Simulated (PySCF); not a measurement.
**Working out the electron affinity of F**

F⁻ [Ne] (1S) → F [He] 2s2 2p5 (2P). All numbers are calculated (PySCF 2.14, no relativity, point nucleus, in aug-cc-pwCVDZ (5s4p2d, 27 functions)). Frozen: 1s2. Energies in hartree (1 hartree = 27.21139 eV):

```tsv
part	F⁻ (lower)	F (upper)
UHF	-99.428367	-99.381135
CCSD correlation	-0.242066	-0.174535
(T)	-0.006523	-0.002589
```

Question: What does Hartree-Fock give?

Answer: (-99.381135) − (-99.428367) = 0.047232 hartree = 1.285 eV.

Question: What do CCSD and CCSD(T) give?

Answer: The CCSD correlation energies differ by 0.067531 hartree = 1.838 eV and the triples by 0.003934 hartree = 0.107 eV, so CCSD gives 3.123 eV and CCSD(T) 3.230 eV.

A first-order spin-orbit estimate adds -0.016 eV to CCSD(T) (valence), giving 3.214 eV against 3.401 eV (measured; photodetachment measurements, as compiled on the Wikipedia data page of electron affinities).

A double-zeta basis recovers only part of the correlation energy.

What remains against the reference includes basis incompleteness, the frozen core and higher excitations.
